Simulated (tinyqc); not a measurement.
Orbital energy against energy difference: ionisation energy by orbital energies and by energy differences in the cc-pvdz basis, for HF, spin multiplicity 1. Computed by the program tinyqc with PySCF. The cation is unrestricted; errors are against CCSD(T) in this basis, not against experiment.

Geometry (angstrom):
```
atom,x,y,z
F,0.0000,0.0000,0.0000
H,0.0000,0.0000,0.8700
```

CCSD(T) difference in the same basis = 15.6366 eV

IP-EOM-CCSD = 15.4032 eV

First vertical ionisation energy (eV):
```
method,-e(HOMO),E(cation) - E,error of -e(HOMO),error of the difference
HF,17.246,14.37359,1.609,-1.263
PBE,8.422,15.95751,-7.214,0.321
B3LYP,10.471,16.01227,-5.166,0.376
PBE0,10.916,15.88427,-4.720,0.248
CAM-B3LYP,12.422,16.00431,-3.214,0.368
LC-wPBE,13.771,16.06706,-1.865,0.430
```

Estimate the missing row, method = LDA.

Computed row:
```
method  -e(HOMO)  E(cation) - E  error of -e(HOMO)  error of the difference
LDA        8.556       16.38558             -7.080                    0.749
```

Koopmans errs by +1.61 eV and Delta-HF by -1.26 eV: relaxation, 2.87 eV, lowers the value and the missing correlation difference works against it. The PBE level is off by -7.2 eV through the wrong tail of its potential, though its energy difference is off by +0.32 eV; exact exchange deepens the level, and among the orbital energies HF comes closest; among the differences PBE0 does.
